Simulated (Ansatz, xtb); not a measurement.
## C3H8N2: which of two isomers lies lower

Structure I: `NC1(N)CC1`, a singlet. Structure II: `N[C@@H]1C[C@H]1N`, a singlet. Both are isolated molecules in the gas phase, relaxed with B3LYP/def2-SVP; the shapes shown needn't be the lowest conformers.

I (Å):

```
atom    x (Å)   y (Å)    z (Å)
   C  -0.6686  1.3748   0.3458
   C  -1.4470  2.3884  -0.4655
   C  -1.9551  0.9659  -0.3141
   N   0.5564  0.7846  -0.1542
   N  -0.7199  1.5666   1.7691
   H   1.2990  1.4855  -0.2049
   H   0.4401  0.4121  -1.0954
   H  -0.0506  2.2860   2.0500
   H  -0.4215  0.7038   2.2285
   H  -1.0360  2.6797  -1.4370
   H  -1.9796  3.1785   0.0707
   H  -2.8127  0.8020   0.3425
   H  -1.9092  0.3046  -1.1856
```

II (Å):

```csv
atom,x (Å),y (Å),z (Å)
C,0.0032,1.3897,-0.0290
C,-0.5931,1.5814,1.3340
C,-1.4970,1.5751,0.1184
N,0.6305,0.1408,-0.3686
N,-2.0698,2.8300,-0.2801
H,0.4868,-0.0805,-1.3550
H,0.2298,-0.6290,0.1659
H,0.5203,2.2650,-0.4398
H,-0.6287,0.7176,2.0062
H,-0.4385,2.5421,1.8320
H,-2.0846,0.6495,-0.0174
H,-2.9094,3.0405,0.2609
H,-2.3465,2.8126,-1.2621
```

Question: Estimate which is lower in electronic energy at CCSD(T)/def2-SVP + ΔMP2/def2-TZVPP, and by roughly how much.

Answer: The CCSD(T)/def2-SVP + ΔMP2/def2-TZVPP calculation puts structure I lower, by 4.4 kcal/mol.

The same difference at several levels:

```tsv
level	geometry	E(II) − E(I) (kcal/mol)	departure from the last row (kcal/mol)	job, with rough time for the two
GFN2-xTB	GFN2-xTB	+4.7	+0.2	optimisation, 0.31 s
HF/STO-3G	GFN2-xTB	+3.6	−0.9	single point, 0.96 s
r2SCAN-D4/def2-SVP	GFN2-xTB	+4.5	+0.1	single point, 6.2 s
B3LYP/def2-SVP	B3LYP/def2-SVP	+4.0	−0.4	optimisation, 96 s
HF/def2-SVP	B3LYP/def2-SVP	+4.0	−0.4	part of the CCSD(T) run
MP2/def2-SVP	B3LYP/def2-SVP	+5.6	+1.1	part of the CCSD(T) run
CCSD(T)/def2-SVP	B3LYP/def2-SVP	+5.3	+0.9	single point
CCSD(T)/def2-SVP + ΔMP2/def2-TZVPP	B3LYP/def2-SVP	+4.4		single point, 65 s
```

As drawn, both hold the same kinds of bond in the same numbers.

The levels shown agree on the order. The largest departure from CCSD(T)/def2-SVP + ΔMP2/def2-TZVPP is that of MP2/def2-SVP, 1.1 kcal/mol. The last row adds to CCSD(T) the change of the MP2 difference between the two basis sets, here −0.9 kcal/mol.

With harmonic frequencies from B3LYP/def2-SVP (ideal gas, rigid rotor, one conformer each, 298.15 K, 1 atm): the zero-point term adds +0.1 kcal/mol; ΔH is +4.7 and ΔG +4.4 kcal/mol.

The correlated steps freeze 5 core orbitals. Programs: Ansatz 0.2.0, xtb 6.7.1; the last row on 2 threads of Intel(R) Xeon(R) Processor @ 2.50GHz (Skylake/Cascade Lake) on a shared host.
